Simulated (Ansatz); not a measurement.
System: ClF, charge 0, multiplicity 1. 
Coordinates optimised at B3LYP-D3(BJ)/def2-TZVP (Ansatz, a quantum-chemistry and plane-wave program):
```
F
Cl 1 1.6409
```

Computed values are from Ansatz. Cores are frozen in the correlated levels unless marked. UHF or UKS for open shells. No spin-orbit coupling. No relativistic terms. CBS(X,Y): correlation extrapolated as X^-3; Hartree-Fock from the larger set (for Q and 5 zeta extrapolated as (X+1)exp(-9√X)).

atomisation energy De: 261.9 kJ/mol at CCSD(T)/CBS(cc-pV(Q+d)Z,cc-pV(5+d)Z)
vertical ionisation energy (to the doublet): 12.90 eV at CCSD(T)/CBS(aug-cc-pV(T+d)Z,aug-cc-pV(Q+d)Z)
vertical electron affinity (to the doublet; negative means unbound): 0.56 eV at CCSD(T)/CBS(aug-cc-pV(T+d)Z,aug-cc-pV(Q+d)Z)
total energy: -559.4757 Eh at CCSD(T)/CBS(cc-pV(Q+d)Z,cc-pV(5+d)Z)
dipole moment: 0.92 D at CCSD(T)/aug-cc-pV(D+d)Z
T1 diagnostic: 0.012 at CCSD/cc-pV(5+d)Z
measured enthalpy of formation, 298 K: -55.7 kJ/mol (Active Thermochemical Tables 1.112 (ions: stationary electron), as tabulated in the package chemicals)
measured dipole moment: 0.88 D (NIST CCCBDB, as tabulated in the package chemicals; older table, unchecked)
measured ionisation energy, adiabatic: 12.66 eV (CCCBDB table in ASE; older table, unchecked)
